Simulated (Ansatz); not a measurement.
Species, as SMILES: [O+](=O)[O-].
Atoms: O1, O2, O3. Bonds: O1-O2, O2-O3.

How fast the highest harmonic wavenumber converges with the basis for several methods (Ansatz, an electronic-structure program): deviation from each method's own reference, in cm⁻¹. References: B3LYP 1259 cm⁻¹, the value in def2-QZVPP; HF 1542 cm⁻¹, the value in def2-QZVPP; MP2 2212 cm⁻¹, the value in def2-QZVPP; PBE 1190 cm⁻¹, the value in def2-QZVPP. All functions are spherical. In correlated methods cores are frozen. The T1 diagnostic of CCSD is high for at least one species. A restricted Hartree-Fock determinant is unstable towards unrestricted orbitals. No added dispersion term, no relativity. Each level at its own minimum, unscaled; the references are large sets that could be run, not limits.

```csv
basis,functions,B3LYP,HF,MP2,PBE
cc-pVDZ,42,-5,-9,80,-5
def2-SVP,42,22,26,9,19
6-311+G**,66,-14,-3,81,-16
pcseg-2,90,-4,-6,31,-3
cc-pVTZ,90,-8,-5,29,-6
def2-TZVPP,93,-2,-5,31,-1
"6-311++G(3df,3pd)",117,6,8,1,6
cc-pCVTZ,129,-5,-6,25,-3
```

Mean absolute deviation over 6-311+G**, pcseg-2, cc-pVTZ, def2-TZVPP, 6-311++G(3df,3pd), cc-pCVTZ: HF 6, PBE 6, B3LYP 6, MP2 33 cm⁻¹.
